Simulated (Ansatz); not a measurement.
**Worked example: correlation energy of [CH3···H···H], doublet**

Geometry: a point of a hydrogen-transfer path between rigid fragments, not a stationary point.

```yaml
atoms:
  - { symbol: C, position_ang: [-0.1586, 0.0000, 0.0000] }
  - { symbol: H, position_ang: [-0.5218, 1.0273, 0.0000] }
  - { symbol: H, position_ang: [-0.5218, -0.5137, 0.8897] }
  - { symbol: H, position_ang: [-0.5218, -0.5137, -0.8897] }
  - { symbol: H, position_ang: [1.2844, 0.0000, 0.0000] }
  - { symbol: H, position_ang: [2.1704, 0.0000, 0.0000] }
```

Basis cc-pVDZ; Ansatz 0.2.0. Only valence electrons are correlated (noble-gas cores frozen), which leaves 9 electrons in 38 orbitals. Prefix R: restricted or restricted open-shell reference; prefix U: unrestricted.

Full CI isn't at hand for all of this; UCCSDT(Q) serves as the reference, and is uncertain by about the last step of the cluster series.

Runs differ by some tens of microhartree through their thresholds and, for an open shell, their frozen cores, so steps under 0.03 kcal/mol mean nothing.

```tsv
level	total energy (hartree)
UHF	-40.657395
UMP2	-40.822744
UCCSD	-40.853482
UCCSD(T)	-40.857566
UCCSDT	-40.858167
UCCSDT(Q)	-40.858332
```

Question: What is the correlation energy at UCCSDT(Q), and what share of it do UMP2 and UCCSDT recover?

Answer: E(corr) = -40.858332 − (-40.657395) = -0.200937 hartree = -5.468 eV. UMP2: -0.165349 / -0.200937 = 82.29 %. UCCSDT: -0.200772 / -0.200937 = 99.92 %.

Question: By how many kcal/mol does UCCSD(T) miss UCCSDT(Q) (1 hartree = 627.509 kcal/mol), and which steps make up the rest?

Answer: -40.857566 − (-40.858332) = 0.000766 hartree = 0.48 kcal/mol. Steps: UCCSDT − UCCSD(T) = -0.38, UCCSDT(Q) − UCCSDT = -0.10 kcal/mol. That is within 1 kcal/mol of the reference in this basis, which itself misses far more of the correlation at the basis-set limit.
